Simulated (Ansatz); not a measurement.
A calculation with Ansatz (development build ahead of 0.2.0).

```yaml
crystal:
  periodic: [false, false, false]
  atoms:
    - { symbol: H, position_ang: [-0.04624, 0.00916, -1.57483] }
    - { symbol: Al, position_ang: [0.02603, -0.02479, 0.03526] }
    - { symbol: H, position_ang: [-0.01392, 0.03473, 1.52444] }
basis:
  gaussian: { orbitals: def2-SVP }
total_charge: 1
hamiltonian:
  xc: hf
correlation:
  method: ccsd_t
  frozen_orbitals: { Al: 5, H: 0 }
scf:
  omitted_lower_state_checks: [starts, atomic_configurations, cluster_reference, orbital_swaps, given_window_search, neighbouring_geometries, increment]
```

The input is written out in the form of the current development build from the run's settings.

Output:

```
Converged          : yes
Reference energy   : -242.69762 hartree
Correlation energy : -0.06798 hartree
Total energy       : -242.76560 hartree
Stability test     : minimum among restricted orbitals
```
